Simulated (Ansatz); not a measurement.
Two shapes of doublet C₂N.

Shape 1:

```xyz
3

C     0.0000    0.0000   -1.4700
C     0.0000    0.0000    0.0000
N     0.0000    0.0000    1.2443
```

Shape 2:

```xyz
3

C     0.0000    0.0000   -1.5400
C     0.0000    0.0000    0.0000
N     0.0000    0.0000    1.3035
```

Basis set: def2-SVP (spherical functions). Left uncorrelated: 3 orbitals. Correlation on ROHF uses semicanonical orbitals with singles. Charge 0, multiplicity 2.

Computed with Ansatz (development build ahead of 0.2.0); each method stands on the lowest determinant of its kind that the runs found.

(1) Which shape is lower in energy, and by how much in each method?

Answers

(1)

```tsv
method	E(2) − E(1) (eV)
ROHF	0.953
UHF	0.637
ROHF-MP2	0.609
UHF-MP2	0.956
ROHF-CCSD(T)	0.606
```

Shape 1 is lower. Caution for ROHF, ROHF-MP2, ROHF-CCSD(T): an unrestricted determinant lies well below. Caution for UHF, UHF-MP2: the unrestricted determinant is a mixture of spin states.
